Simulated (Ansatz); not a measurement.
# AlSi (quartet): from Hartree-Fock to the top rungs, def2-TZVPP

One table from this session's results is given with a row withheld; the runs are named, their logs left out.

Computed with Ansatz 0.2.0, Gaussian basis. Level: def2-TZVPP, core rule «outside noble gas», up to 10 orbitals frozen.

Plan: UHF; ROHF; CCSD(T) on UHF.

2 further runs of the same task are left out: 2 set aside as unsound or not needed.

## What is computed

The geometry is a PBE0/def2-TZVP stationary point (not a proven minimum) of the parent state, kept for this charge and spin.

2 atoms, charge 0, spin multiplicity 4.

Atoms are counted from 1 here; the program's logs count them from 0.

Bond lengths: Si1–Al2 2.398 Å.

The first run:

Input file in.yaml:

```yaml
crystal:
  periodic: [false, false, false]
  atoms:
    - {symbol: Si, position_ang: [0.000000, 0.000000, 0.000000]}
    - {symbol: Al, position_ang: [0.000000, 0.000000, 2.397686]}
basis:
  gaussian: {orbitals: def2-TZVPP}
magnetization: {spin_polarized: true, initial_magnetization: 3}
hamiltonian: {xc: hf}
output: {orbitals: {seedname: orbitals}}
```

Run with:

```bash
ansatz run in.yaml --threads 1 --pin off --events-out ev --progress --plain --max-ram 2560MiB --backend cpu
```

Steps of the session up to this table: UHF; ROHF; CCSD(T) on UHF.

One of the session's tables, all rows but one given; the rest of the session is left out.

```
  method  from UCCSD(T) (kJ/mol)
    ROHF                  +421.3
     UHF                  +413.9
    UMP2                       ?
   UCCSD                   +23.8
UCCSD(T)                       0
```

Q: Estimate the row for UMP2 from the others.

As computed: from UCCSD(T) (kJ/mol): +94.1. In the column «from UCCSD(T) (kJ/mol)» it lies between UCCSD (+23.8) and UHF (+413.9).
